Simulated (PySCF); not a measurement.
Gas-phase reaction: 2 HBNH + C₄H₁₀ (isobutane) ⇌ B₂H₆ + N₂ + 4 CH₂

Method: PySCF energies plus ideal-gas RRHO corrections (1 bar). † marks an energy on the PBE0/def2-TZVP geometry and frequencies; other levels use their own. MP2 freezes the core. 6-31G* has spherical d functions here. Open shells (unrestricted): CH₂ (multiplicity 3); the rest are closed-shell singlets. B3LYP is the form with VWN-RPA correlation. HBNH: computed as isolated molecules; such fragments, hydroxides, amides, oligomers or adducts are transient or little studied in the gas. MP2 isn't extrapolated to the basis-set limit; its ΔH°(298 K) is 1613.0 kJ in def2-SVP and 1646.4 kJ in def2-TZVPP. The harmonic model lacks anharmonicity and excited electronic states, which grow with temperature; levels with a mode under 35 cm⁻¹ are left out. Internal rotation in C₄H₁₀ (isobutane) is treated as a harmonic vibration of one conformer, which makes the entropy rough.

```csv
level,"ΔE electronic, kJ","ΔH°(298 K), kJ","ΔS°(298 K), J/K","ΔG°(1400 K), kJ"
B3LYP/6-31G*,1710,1616,494,918
HF/6-31G*,1158,1054,501,340
HF/def2-TZVP†,1147,1053,492,357
M06-2X/def2-TZVP†,1701,1607,492,911
MP2/def2-SVP†,1707,1613,492,917
PBE/def2-SVP,1777,1685,497,982
PBE/def2-TZVP†,1733,1639,492,943
PBE0/def2-SVP†,1736,1642,492,946
PBE0/def2-TZVP,1694,1600,492,904
r2SCAN/def2-TZVP†,1634,1540,492,844
```
ΔH° is lowest at HF/def2-TZVP† and highest at PBE/def2-SVP. No reference value is set beside these.
